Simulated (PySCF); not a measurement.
# VV10/DZVP (density fitting with aug-cc-pvtz-jkfit, nlc grid 1) run of C4H4F2 (SMILES C=C(F)C(=C)F)

What is the electrostatic solvation energy at fixed shape (SS(V)PE, benzene) of C4H4F2 at VV10/DZVP (density fitting with aug-cc-pvtz-jkfit, nlc grid 1)? Input form: a Python script.

The results are computed with PySCF 2.14.0.

### Step 1. The system as given

C4H4F2: 10 atoms, total charge 0, spin state singlet. SMILES: `C=C(F)C(=C)F`. Geometry: relaxed at PBE0-D4/def2-TZVP. This is one conformer, not always the lowest.

Bond lengths: C1–C2 1.324 Å, C2–F3 1.338 Å, C2–C4 1.457 Å, C4–C5 1.324 Å, C4–F6 1.338 Å, C1–H7 1.081 Å, C1–H8 1.079 Å, C5–H9 1.081 Å, C5–H10 1.080 Å. Some angles: C1–C2–F3 120.8°, C1–C2–C4 126.4°, F3–C2–C4 112.8°, C2–C4–C5 126.4°, C2–C4–F6 112.8°, C5–C4–F6 120.8°, C2–C1–H7 120.6°, C2–C1–H8 119.7°, C4–C5–H9 120.6°, C4–C5–H10 119.7°.

### Step 2. A single-point energy at VV10/DZVP (density fitting with aug-cc-pvtz-jkfit, nlc grid 1)

run.py

```python
# C=C(F)C(=C)F
from pyscf import gto, dft

mol = gto.M(
    atom='''
C   -0.063400  -1.782400   0.512500
C    0.396100  -0.569400   0.248600
F    1.688200  -0.270800   0.429100
C   -0.379600   0.559300  -0.247600
C    0.080000   1.772200  -0.511900
F   -1.671800   0.260800  -0.427600
H    0.599000  -2.554300   0.879100
H   -1.109000  -2.003200   0.359900
H   -0.582200   2.543900  -0.878900
H    1.125800   1.992700  -0.360100
''',
    spin=0,
    max_memory=1860,
    verbose=4,
    basis='dzvp',
    charge=0,
)

mf = dft.RKS(mol)
mf.xc = 'vv10'
mf = mf.density_fit(auxbasis='aug-cc-pvtz-jkfit')
mf.nlcgrids.level = 1
mf.kernel()

e_tot = mf.e_tot
print('E = %.10f Eh' % e_tot)
```

Launch:

```bash
$ OMP_NUM_THREADS=1 python run.py
```

The program printed:

```text
PySCF version 2.14.0

[INPUT] num. atoms = 10
[INPUT] num. electrons = 46
[INPUT] charge = 0
[INPUT] spin (= nelec alpha-beta = 2S) = 0
[INPUT] symmetry False subgroup None
[INPUT] Mole.unit = angstrom
[INPUT] Symbol           X                Y                Z      unit          X                Y                Z       unit  Magmom
[INPUT]  1 C     -0.063400000000  -1.782400000000   0.512500000000 AA   -0.119808636297  -3.368247844425   0.968484638840 Bohr   0.0
[INPUT]  2 C      0.396100000000  -0.569400000000   0.248600000000 AA    0.748520517940  -1.076010055327   0.469785914567 Bohr   0.0
[INPUT]  3 F      1.688200000000  -0.270800000000   0.429100000000 AA    3.190235643491  -0.511737834532   0.810881480051 Bohr   0.0
[INPUT]  4 C     -0.379600000000   0.559300000000  -0.247600000000 AA   -0.717340036885   1.056923821469  -0.467896188442 Bohr   0.0
[INPUT]  5 C      0.080000000000   1.772200000000  -0.511900000000 AA    0.151178089965   3.348972637954  -0.967350803165 Bohr   0.0
[INPUT]  6 F     -1.671800000000   0.260800000000  -0.427600000000 AA   -3.159244135048   0.492840573287  -0.808046890864 Bohr   0.0
[INPUT]  7 H      0.599000000000  -2.554300000000   0.879100000000 AA    1.131945948614  -4.826927439977   1.661258236105 Bohr   0.0
[INPUT]  8 H     -1.109000000000  -2.003200000000   0.359900000000 AA   -2.095706272143  -3.785499372729   0.680112432231 Bohr   0.0
[INPUT]  9 H     -0.582200000000   2.543900000000  -0.878900000000 AA   -1.100198549722   4.807274288281  -1.660880290880 Bohr   0.0
[INPUT] 10 H      1.125800000000   1.992700000000  -0.360100000000 AA    2.127453671035   3.765657248421  -0.680490377456 Bohr   0.0

nuclear repulsion = 226.079398779702
number of shells = 44
number of NR pGTOs = 194
number of NR cGTOs = 92
basis = dzvp
ecp = {}

******** <class 'pyscf.df.df_jk.DFRKS'> ********
method = DFRKS
initial guess = minao
damping factor = 0
level_shift factor = 0
DIIS = <class 'pyscf.scf.diis.CDIIS'>
diis_start_cycle = 1
diis_space = 8
diis_damp = 0
SCF conv_tol = 1e-09
SCF conv_tol_grad = None
SCF max_cycles = 50
direct_scf = False
XC library pyscf.dft.libxc version 7.0.0
    S. Lehtola, C. Steigemann, M. J.T. Oliveira, and M. A.L. Marques.,  SoftwareX 7, 1–5 (2018)
XC functionals = vv10
radial grids:
    Treutler-Ahlrichs [JCP 102, 346 (1995); DOI:10.1063/1.469408] (M4) radial grids

becke partition: Becke, JCP 88, 2547 (1988); DOI:10.1063/1.454033
pruning grids: <function nwchem_prune>
grids dens level: 3
symmetrized grids: False
atomic radii adjust function: <function treutler_atomic_radii_adjust>
** Following is NLC and NLC Grids **
NLC functional = vv10
radial grids:
    Treutler-Ahlrichs [JCP 102, 346 (1995); DOI:10.1063/1.469408] (M4) radial grids

becke partition: Becke, JCP 88, 2547 (1988); DOI:10.1063/1.454033
pruning grids: <function nwchem_prune>
grids dens level: 1
symmetrized grids: False
atomic radii adjust function: <function treutler_atomic_radii_adjust>
small_rho_cutoff = 0
Set gradient conv threshold to 3.16228e-05
Initial guess from minao.
tot grids = 124232
tot grids = 41208
init E= -355.66840501857
  HOMO = -0.282709671203413  LUMO = -0.121076487120638  gap/eV = 4.39826
cycle= 1 E= -354.925129410517  delta_E= 0.743  |g|= 0.627  |ddm|= 3.62
  HOMO = -0.184594011325976  LUMO = -0.0415996957727316  gap/eV = 3.89107
cycle= 2 E= -354.710509691094  delta_E= 0.215  |g|= 1.18  |ddm|= 1.42
  HOMO = -0.209909433980098  LUMO = -0.0601139697118471  gap/eV = 4.07614
cycle= 3 E= -354.998945993778  delta_E= -0.288  |g|= 0.192  |ddm|= 1.01
  HOMO = -0.22874703026474  LUMO = -0.079520398014679  gap/eV = 4.06066
cycle= 4 E= -355.009325147121  delta_E= -0.0104  |g|= 0.0463  |ddm|= 0.243
  HOMO = -0.228417546278675  LUMO = -0.079028760812196  gap/eV = 4.06508
cycle= 5 E= -355.009676199068  delta_E= -0.000351  |g|= 0.028  |ddm|= 0.062
  HOMO = -0.226860961704582  LUMO = -0.0776339579569578  gap/eV = 4.06067
cycle= 6 E= -355.009844261057  delta_E= -0.000168  |g|= 0.00283  |ddm|= 0.0251
  HOMO = -0.227101141929543  LUMO = -0.0778566644835883  gap/eV = 4.06115
cycle= 7 E= -355.009846121397  delta_E= -1.86e-06  |g|= 0.000246  |ddm|= 0.00279
  HOMO = -0.227092067310231  LUMO = -0.0778496489556666  gap/eV = 4.06109
cycle= 8 E= -355.009846137106  delta_E= -1.57e-08  |g|= 6.34e-05  |ddm|= 0.000364
  HOMO = -0.227092598788941  LUMO = -0.0778496067945502  gap/eV = 4.06111
cycle= 9 E= -355.009846136375  delta_E= 7.31e-10  |g|= 7.98e-05  |ddm|= 0.000137
  HOMO = -0.22709282273966  LUMO = -0.0778497843487171  gap/eV = 4.06111
cycle= 10 E= -355.009846138204  delta_E= -1.83e-09  |g|= 8.33e-06  |ddm|= 8.67e-05
  HOMO = -0.227093103594205  LUMO = -0.0778501117563586  gap/eV = 4.06111
cycle= 11 E= -355.009846138226  delta_E= -2.23e-11  |g|= 1.86e-06  |ddm|= 1.25e-05
  HOMO = -0.227092852474115  LUMO = -0.0778498979905589  gap/eV = 4.06111
Extra cycle  E= -355.009846138221  delta_E= 5.46e-12  |g|= 4.31e-06  |ddm|= 5.72e-06
converged SCF energy = -355.009846138221
E = -355.0098461382 Eh
```

Run time: 4.5 min. Hardware: 1 thread of Intel Xeon at 2.50GHz (Skylake/Cascade Lake), shared host; peak memory 0.39 GiB.

### Step 3. The energy at VV10/DZVP (density fitting with aug-cc-pvtz-jkfit, SS(V)PE benzene, nlc grid 1)

run.py

```python
from pyscf import gto, dft, solvent

mol = gto.M(
    atom='''
C   -0.063400  -1.782400   0.512500
C    0.396100  -0.569400   0.248600
F    1.688200  -0.270800   0.429100
C   -0.379600   0.559300  -0.247600
C    0.080000   1.772200  -0.511900
F   -1.671800   0.260800  -0.427600
H    0.599000  -2.554300   0.879100
H   -1.109000  -2.003200   0.359900
H   -0.582200   2.543900  -0.878900
H    1.125800   1.992700  -0.360100
''',
    verbose=4,
    max_memory=1860,
    spin=0,
    basis='dzvp',
)

calc0 = dft.RKS(mol, xc='vv10')
calc0 = calc0.density_fit(auxbasis='aug-cc-pvtz-jkfit')
calc0 = calc0.PCM()
calc0.with_solvent.method = 'SS(V)PE'
calc0.with_solvent.eps = 2.2706  # benzene
calc0.nlcgrids.level = 1
calc0.kernel()

e_tot = calc0.e_tot
print('E = %.10f Eh' % e_tot)
```

Launch:

```bash
$ OMP_NUM_THREADS=1 python run.py
```

The program printed:

```text
PySCF version 2.14.0

[INPUT] num. atoms = 10
[INPUT] num. electrons = 46
[INPUT] charge = 0
[INPUT] spin (= nelec alpha-beta = 2S) = 0
[INPUT] symmetry False subgroup None
[INPUT] Mole.unit = angstrom
[INPUT] Symbol           X                Y                Z      unit          X                Y                Z       unit  Magmom
[INPUT]  1 C     -0.063400000000  -1.782400000000   0.512500000000 AA   -0.119808636297  -3.368247844425   0.968484638840 Bohr   0.0
[INPUT]  2 C      0.396100000000  -0.569400000000   0.248600000000 AA    0.748520517940  -1.076010055327   0.469785914567 Bohr   0.0
[INPUT]  3 F      1.688200000000  -0.270800000000   0.429100000000 AA    3.190235643491  -0.511737834532   0.810881480051 Bohr   0.0
[INPUT]  4 C     -0.379600000000   0.559300000000  -0.247600000000 AA   -0.717340036885   1.056923821469  -0.467896188442 Bohr   0.0
[INPUT]  5 C      0.080000000000   1.772200000000  -0.511900000000 AA    0.151178089965   3.348972637954  -0.967350803165 Bohr   0.0
[INPUT]  6 F     -1.671800000000   0.260800000000  -0.427600000000 AA   -3.159244135048   0.492840573287  -0.808046890864 Bohr   0.0
[INPUT]  7 H      0.599000000000  -2.554300000000   0.879100000000 AA    1.131945948614  -4.826927439977   1.661258236105 Bohr   0.0
[INPUT]  8 H     -1.109000000000  -2.003200000000   0.359900000000 AA   -2.095706272143  -3.785499372729   0.680112432231 Bohr   0.0
[INPUT]  9 H     -0.582200000000   2.543900000000  -0.878900000000 AA   -1.100198549722   4.807274288281  -1.660880290880 Bohr   0.0
[INPUT] 10 H      1.125800000000   1.992700000000  -0.360100000000 AA    2.127453671035   3.765657248421  -0.680490377456 Bohr   0.0

nuclear repulsion = 226.079398779702
number of shells = 44
number of NR pGTOs = 194
number of NR cGTOs = 92
basis = dzvp
ecp = {}

******** <class 'pyscf.solvent._attach_solvent.PCMDFRKS'> ********
method = PCMDFRKS
initial guess = minao
damping factor = 0
level_shift factor = 0
DIIS = <class 'pyscf.scf.diis.CDIIS'>
diis_start_cycle = 1
diis_space = 8
diis_damp = 0
SCF conv_tol = 1e-09
SCF conv_tol_grad = None
SCF max_cycles = 50
direct_scf = False
XC library pyscf.dft.libxc version 7.0.0
    S. Lehtola, C. Steigemann, M. J.T. Oliveira, and M. A.L. Marques.,  SoftwareX 7, 1–5 (2018)
XC functionals = vv10
radial grids:
    Treutler-Ahlrichs [JCP 102, 346 (1995); DOI:10.1063/1.469408] (M4) radial grids

becke partition: Becke, JCP 88, 2547 (1988); DOI:10.1063/1.454033
pruning grids: <function nwchem_prune>
grids dens level: 3
symmetrized grids: False
atomic radii adjust function: <function treutler_atomic_radii_adjust>
** Following is NLC and NLC Grids **
NLC functional = vv10
radial grids:
    Treutler-Ahlrichs [JCP 102, 346 (1995); DOI:10.1063/1.469408] (M4) radial grids

becke partition: Becke, JCP 88, 2547 (1988); DOI:10.1063/1.454033
pruning grids: <function nwchem_prune>
grids dens level: 1
symmetrized grids: False
atomic radii adjust function: <function treutler_atomic_radii_adjust>
small_rho_cutoff = 0
******** <class 'pyscf.solvent.pcm.PCM'> (In testing) ********

WARN: PCM is an experimental feature. It is still in testing.
Features and APIs may be changed in the future.

lebedev_order = 29 (302 grids per sphere)
eps = 2.2706
frozen = False
Set gradient conv threshold to 3.16228e-05
[... 1 set-up line as earlier in the session ...]
tot grids = 124232
tot grids = 41208
PCM E_diel = -0.000144094316611418
Solvent Energy = -0.000144094316611418
init E= -355.668549112886
  HOMO = -0.278779225237074  LUMO = -0.117175756034602  gap/eV = 4.39745
PCM E_diel = -0.00243842054183618
Solvent Energy = -0.00243842054183618
cycle= 1 E= -354.927500631032  delta_E= 0.741  |g|= 0.624  |ddm|= 3.62
  HOMO = -0.183229200689112  LUMO = -0.0395833437063424  gap/eV = 3.90880
PCM E_diel = -0.00397510506787289
Solvent Energy = -0.00397510506787289
cycle= 2 E= -354.718523820981  delta_E= 0.209  |g|= 1.16  |ddm|=  1.4
  HOMO = -0.208912101627271  LUMO = -0.0589180307645631  gap/eV = 4.08155
PCM E_diel = -0.00141081136760188
Solvent Energy = -0.00141081136760188
cycle= 3 E= -355.002048628491  delta_E= -0.284  |g|= 0.179  |ddm|= 0.991
  HOMO = -0.227040878368163  LUMO = -0.0775663013734307  gap/eV = 4.06741
PCM E_diel = -0.00190236631562161
Solvent Energy = -0.00190236631562161
cycle= 4 E= -355.011103710863  delta_E= -0.00906  |g|= 0.0418  |ddm|= 0.224
  HOMO = -0.2263952413838  LUMO = -0.0767804902331632  gap/eV = 4.07122
PCM E_diel = -0.00172601785763991
Solvent Energy = -0.00172601785763991
cycle= 5 E= -355.01139694029  delta_E= -0.000293  |g|= 0.0251  |ddm|= 0.0552
  HOMO = -0.225078218692552  LUMO = -0.0756069593528039  gap/eV = 4.06732
PCM E_diel = -0.00175844275871762
Solvent Energy = -0.00175844275871762
cycle= 6 E= -355.011531090055  delta_E= -0.000134  |g|= 0.00276  |ddm|= 0.0225
  HOMO = -0.225302669252205  LUMO = -0.0758139521907166  gap/eV = 4.06780
PCM E_diel = -0.00175521165548142
Solvent Energy = -0.00175521165548142
cycle= 7 E= -355.011532888547  delta_E= -1.8e-06  |g|= 0.000223  |ddm|= 0.00272
  HOMO = -0.225293182109544  LUMO = -0.0758070033692881  gap/eV = 4.06773
PCM E_diel = -0.00175589656225196
Solvent Energy = -0.00175589656225196
cycle= 8 E= -355.011532901587  delta_E= -1.3e-08  |g|= 4.25e-05  |ddm|= 0.000295
  HOMO = -0.225293664217182  LUMO = -0.0758069541743898  gap/eV = 4.06774
PCM E_diel = -0.00175593917370364
Solvent Energy = -0.00175593917370364
cycle= 9 E= -355.011532901677  delta_E= -9.02e-11  |g|= 3.72e-05  |ddm|= 7.14e-05
  HOMO = -0.225293808666925  LUMO = -0.0758071040148387  gap/eV = 4.06774
PCM E_diel = -0.00175592619025359
Solvent Energy = -0.00175592619025359
cycle= 10 E= -355.011532902047  delta_E= -3.7e-10  |g|= 8.74e-06  |ddm|= 4.42e-05
  HOMO = -0.225293996654814  LUMO = -0.0758072795306255  gap/eV = 4.06774
PCM E_diel = -0.00175587300107922
Solvent Energy = -0.00175587300107922
Extra cycle  E= -355.01153290192  delta_E= 1.27e-10  |g|= 2.32e-05  |ddm|= 3.26e-05
converged SCF energy = -355.01153290192
E = -355.0115329019 Eh
```

Run time: 5.8 min. Hardware: 1 thread of Intel Xeon at 2.50GHz (Skylake/Cascade Lake), shared host; peak memory 0.53 GiB.

### Step 4. What came out

Level: VV10/DZVP (density fitting with aug-cc-pvtz-jkfit, nlc grid 1).

```
                                        quantity          value
                         gas phase: total energy  -355.00985 Eh
                        gas phase: dipole moment         0.00 D
                          gas phase: HOMO energy       -6.18 eV
                          gas phase: LUMO energy       -2.12 eV
                        gas phase: HOMO–LUMO gap        4.06 eV
                  SS(V)PE, benzene: total energy  -355.01153 Eh
                 SS(V)PE, benzene: dipole moment         0.00 D
                   SS(V)PE, benzene: HOMO energy       -6.13 eV
                   SS(V)PE, benzene: LUMO energy       -2.06 eV
                 SS(V)PE, benzene: HOMO–LUMO gap        4.07 eV
    SS(V)PE, benzene: solvent term in the energy    -4.6 kJ/mol
energy change from gas to solvent at fixed shape      -0.046 eV
```

In words: The solvent model (SS(V)PE, benzene) lowers the energy by 0.05 eV (−4.4 kJ/mol) at the same shape. It holds the electrostatic part alone, without cavity or dispersion terms.
